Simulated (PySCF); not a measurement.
**Electron affinity of H by level of theory**

H⁻ 1s2 (1S) → H 1s1 (2S), as a difference of total energies. Computed with PySCF 2.14 in aug-cc-pV5Z (6s5p4d3f2g, 80 functions), with no relativity, point nucleus. Correlated levels: valence: nothing frozen. The calculations carry no spin-orbit coupling.

Q: Order these methods by the electron affinity they give, lowest first.
A. LC-wPBE
B. MP2 (valence)
C. HSE06
D. PBEsol

A: B (0.480 eV), C (0.620 eV), A (0.641 eV), D (0.695 eV).

Errors of the correlated levels include the incompleteness of this basis.

A negative affinity means that the anion lies above the atom at that level of theory.

In the anion the highest occupied orbital energy is positive at LDA, PBE, PBE0, r2SCAN, HSE06, PBEsol, PW91, a self-interaction effect; the basis confines that electron, and the energy difference can still be sensible.

For comparison: 0.754 eV (measured; photodetachment measurements, as compiled on the Wikipedia data page of electron affinities).
